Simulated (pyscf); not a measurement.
`[O]=[Si][F]` [doublet] + `[H][H]` -> `[OH][Si][F]` [singlet] + `[H]` [doublet] (hydrogen abstraction; doublet surface; H–H broken, H–O formed). Structures and frequencies: ωB97X-D3(BJ)/def2-SVP in PySCF. Energies in eV from the separated reactants.

```
level                      barrier  reaction energy
----------------------  ----------  ---------------
r²SCAN/def2-TZVP              0.66            +0.48
B3LYP-D3(BJ)/def2-TZVP        0.59            +0.33
PBE0-D3(BJ)/def2-TZVP         0.61            +0.14
M06-2X/def2-TZVP              0.81            +0.11
ωB97M-D3(BJ)/def2-TZVP  (withheld)            +0.05
HF/def2-TZVP            (withheld)       (withheld)
```

### Question
What belongs in the gaps?

### Answer

- ωB97M-D3(BJ)/def2-TZVP, barrier: 0.71
- HF/def2-TZVP, barrier: 0.89
- HF/def2-TZVP, reaction energy: -0.37

The functionals in the table span 0.22 eV in this barrier, from B3LYP-D3(BJ) to M06-2X. This is the saddle that the search found; another between the same sides may lie lower. The angle at the transferred H is 171°.
